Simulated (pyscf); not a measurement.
H₂N–SiH₃ (SMILES N[SiH3]) + H₂B–NH₂ (SMILES BN) → H₂B–NH–SiH₃ (SMILES BN[SiH3]) + NH₃ (SMILES N) (four-centre exchange; singlet surface; H–N, B–N broken, B–N, H–N formed). Structures and frequencies: ωB97X-D3(BJ)/def2-SVP in PySCF. Energies in kJ/mol from the separated reactants.

| level | barrier | reaction energy |
|---|---|---|
| ωB97X-D3(BJ)/def2-TZVP | 56.0 | +4.2 |
| r²SCAN/def2-TZVP | ___ | +7.8 |
| B3LYP-D3(BJ)/def2-TZVP | ___ | ___ |
| PBE0-D3(BJ)/def2-TZVP | 40.9 | +7.1 |
| M06-2X/def2-TZVP | 52.8 | +5.6 |
| HF/def2-TZVP | 142.2 | +7.9 |

Problem. Complete the blanks.

Solution. 
- r²SCAN/def2-TZVP, barrier: 47.9
- B3LYP-D3(BJ)/def2-TZVP, barrier: 64.0
- B3LYP-D3(BJ)/def2-TZVP, reaction energy: +6.8

The functionals in the table span 23.1 kJ/mol in this barrier, from PBE0-D3(BJ) to B3LYP-D3(BJ). On the reactant side the descent ends in an adduct with a B–N contact, 8.5 kJ/mol under the separated species and 64.5 kJ/mol under the saddle at ωB97X-D3(BJ)/def2-TZVP. On the product side the descent ends in an adduct with a B–N contact, 44.2 kJ/mol under the separated species and 96.0 kJ/mol under the saddle at ωB97X-D3(BJ)/def2-TZVP. What is counted as formed (B–N) is already present as a longer contact in the reactant adduct; forming that adduct is a step of its own. What is counted as broken (B–N) persists as a longer contact in the product adduct; parting that adduct is a step of its own. One saddle was located; it need not be the lowest between these sides.
